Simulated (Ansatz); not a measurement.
**[NO2]+ (SMILES O=[N+]=O) at PBE-QIDH/def2-TZVPPD**

What is the energy change on altering one bond length of [NO2]+ at PBE-QIDH/def2-TZVPPD? 

The calculation is run with Ansatz 0.2.0.

5 further runs of the same task are left out: 5 that didn't finish.

## Step 1: The system as given

[NO2]+: 3 atoms, total charge +1, spin state singlet. As SMILES, `O=[N+]=O`. The coordinates come from a PBE0-D4/def2-TZVP relaxation.

Bond lengths: O1–N2 1.110 Å, N2–O3 1.110 Å. Angles: O1–N2–O3 180.0°.

## Step 2: A single-point energy at PBE-QIDH/def2-TZVPPD

File input.yaml:

```yaml
crystal:
  periodic: [false, false, false]
  atoms:
    - {symbol: O, position_ang: [-0.572980, 0.927020, -0.209580]}
    - {symbol: "N", position_ang: [-0.000010, -0.000010, -0.000000]}
    - {symbol: O, position_ang: [0.572990, -0.927010, 0.209580]}
basis:
  gaussian:
    orbitals: def2-TZVPPD.json
total_charge: 1
hamiltonian:
  xc: {name: PBE-QIDH}
correlation:
  frozen_orbitals: {"N": 1, O: 1}
accuracy: high
output: {orbitals: {seedname: orbitals}}
```

The basis set def2-TZVPPD is read from a file made from the Basis Set Exchange's data (not shown).

On the command line:

```sh
ansatz run input.yaml --threads 1 --pin off --max-ram 3480MiB --events-out events.jsonl --progress --plain --runs-dir runs
```

Standard output:

```text
Warning: RAYON_NUM_THREADS=1 ignored (pool sized by the plan → 1); use --threads N
Functional definition: PBE-QIDH
  name "PBE-QIDH"
  parameter a = 3^(-1/3)
  parameter c = 1/3
  exchange = (1 - a)*pbe_x + a*exact_x
  correlation = (1 - c)*pbe_c + c*(mp2_os + mp2_ss)
1640 factors; integrals over basis functions are off by at most 3.6e-9 eV
mean field evaluation 1: about -5557.1207 eV, gradient 4.2e1 eV
mean field evaluation 2: about -5557.1245 eV, gradient 4.2e1 eV
mean field evaluation 4: about -5559.4051 eV, gradient 3.8e0 eV
mean field evaluation 8: about -5559.4278 eV, gradient 1.3e-2 eV
mean field evaluation 16: about -5559.4278 eV, gradient 6.0e-7 eV
mean field -5559.42780621 eV, -204.3052035626 hartree, gradient 1.1e-8 eV, S^2 0.000000; 0 other end points of the search recorded, 0 dependent functions left out
3 core orbitals not correlated: weight in the atoms' cores, before any rotation towards them, 1.000 or more for the frozen orbitals, at most 0.000 for the correlated occupied ones
reference -5559.42780737 eV, -204.3052036053 hartree; 8, 8 occupied and 106, 106 virtual orbitals, 1640 factors
second order -21.33750909 eV of doubles, -0.00000000 eV of singles
Total energy: -5566.54031040 eV, -204.5665832706 hartree
```

Run time: 4.8 s. Hardware: 1 thread of Arm Neoverse V2, shared host; peak memory 0.26 GiB.

## Step 3: The distorted shape

File in.yaml:

```yaml
crystal:
  periodic: [false, false, false]
  atoms:
    - {symbol: O, position_ang: [-0.859484, 1.390565, -0.314377]}
    - {symbol: "N", position_ang: [-0.000010, -0.000010, -0.000000]}
    - {symbol: O, position_ang: [0.572990, -0.927010, 0.209580]}
basis:
  gaussian:
    orbitals: def2-TZVPPD.json
accuracy: high
correlation:
  frozen_orbitals: {"N": 1, O: 1}
output: {orbitals: {seedname: orbitals}}
total_charge: 1
hamiltonian:
  xc: {name: PBE-QIDH}
```

The basis set def2-TZVPPD is read from a file made from the Basis Set Exchange's data (not shown).

On the command line:

```sh
ansatz run in.yaml --threads 1 --pin off --max-ram 3480MiB --events-out events.jsonl --progress --plain --runs-dir runs
```

Standard output (excerpt; [...] marks lines left out):

```text
Warning: RAYON_NUM_THREADS=1 ignored (pool sized by the plan → 1); use --threads N
[... 2 set-up lines as earlier in the session ...]
[...]
1657 factors; integrals over basis functions are off by at most 3.3e-9 eV
[...]
mean field -5554.63297781 eV, -204.1289968689 hartree, gradient 4.4e-8 eV, S^2 0.000000; 0 other end points of the search recorded, 0 dependent functions left out; unrestricted orbitals would lower it
3 core orbitals not correlated: weight in the atoms' cores, before any rotation towards them, 1.000 or more for the frozen orbitals, at most 0.000 for the correlated occupied ones
reference -5554.63297878 eV, -204.1289969047 hartree; 8, 8 occupied and 106, 106 virtual orbitals, 1657 factors
second order -20.33460125 eV of doubles, -0.00000000 eV of singles
Total energy: -5561.41117920 eV, -204.3780911756 hartree
```

It took 4.8 s on 1 thread of Arm Neoverse V2, shared host; peak memory 0.26 GiB.

## Step 4: Results

Level: PBE-QIDH/def2-TZVPPD, 3 core orbitals frozen.

```
                                                         quantity          value
                                        first shape: total energy  -204.56658 Eh
                   first shape: HOMO energy (SCF part's orbitals)      -23.75 eV
                   first shape: LUMO energy (SCF part's orbitals)       -8.26 eV
                 first shape: HOMO–LUMO gap (SCF part's orbitals)       15.49 eV
                                    distorted shape: total energy  -204.37809 Eh
               distorted shape: HOMO energy (SCF part's orbitals)      -21.12 eV
               distorted shape: LUMO energy (SCF part's orbitals)      -10.63 eV
             distorted shape: HOMO–LUMO gap (SCF part's orbitals)       10.49 eV
energy change with the O1–N2 bond stretched from 1.110 to 1.665 Å       5.129 eV
```

**Reading.** With the O1–N2 bond stretched from 1.110 to 1.665 Å the energy rises by 5.13 eV (118 kcal/mol). The first shape isn't relaxed at this level, so the change isn't measured from a minimum. The restricted solution (distorted shape) is unstable to spin breaking: an unrestricted one lies lower.
